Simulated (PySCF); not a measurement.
# Solvent effects on NMR parameters

Bonds (- single, = double, # triple, : aromatic): C1-C2, C2-C3, C3-C4, C4-C5, C4=O6. C1 carries H7, H8, H9; C2 carries H10, H11; C3 carries H12, H13; C5 carries H14, H15, H16.

GIAO PBE0/pcSseg-1 in PySCF 2.14.0 with density-fitted response routines on one PBE0-D3(BJ)/def2-SVP conformer, non-relativistic, equivalent nuclei averaged. Solvents enter as an IEF-PCM continuum (chloroform with ε = 4.7) around the gas-phase geometry. Shifts are referred to TMS computed in the same medium.

Gas phase, δ in ppm: C4 209.6, C3 46.7, C5 30.9, C2 18.8, C1 15.1, H14/H15/H16 2.09, H12/H13 2.08, H10/H11 1.40, H7/H8/H9 0.92. Dipole moment 2.79 D.

Question: How does each δ change in the continuum?

Answer: 
| atoms | environment | Δδ, chloroform |
| --- | --- | --- |
| C4 | ketone carbonyl carbon | +6.8 |
| C3 | sp3 CH2 α to a carbonyl | +0.8 |
| C5 | methyl carbon α to a carbonyl | +1.3 |
| C2 | sp3 CH2 | +0.5 |
| C1 | methyl carbon | 0.0 |
| H14/H15/H16 | hydrogen on a methyl carbon α to a carbonyl | +0.12 |
| H12/H13 | hydrogen on an sp3 CH2 α to a carbonyl | +0.22 |
| H10/H11 | hydrogen on an sp3 CH2 | -0.11 |
| H7/H8/H9 | hydrogen on a methyl carbon | +0.02 |

Changes are relative to the gas phase. The dipole moment becomes 3.49 D in chloroform.

Question: Which nuclei move most (in ppm), and what does the model miss?

Answer: C4 (ketone carbonyl carbon, +6.8 ppm) in chloroform. A continuum only polarises the solute; specific hydrogen bonds, the anisotropy of aromatic solvents and changes of geometry or conformer are outside it.
